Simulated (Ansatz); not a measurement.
A geometry relaxed with PBE-D3(BJ)/def2-SVP (Ansatz, a first-principles code), charge 0, multiplicity 1:

```xyz
6

C     -0.3429     0.0104     0.0106
H      1.5868     0.0377    -0.1760
H     -1.0708    -0.4321     0.7210
H     -0.5991    -0.3791    -1.0060
H     -0.5227     1.1142     0.0023
O      0.9487    -0.3511     0.4481
```

Question: Write the SMILES of this molecule.

Answer: `CO`
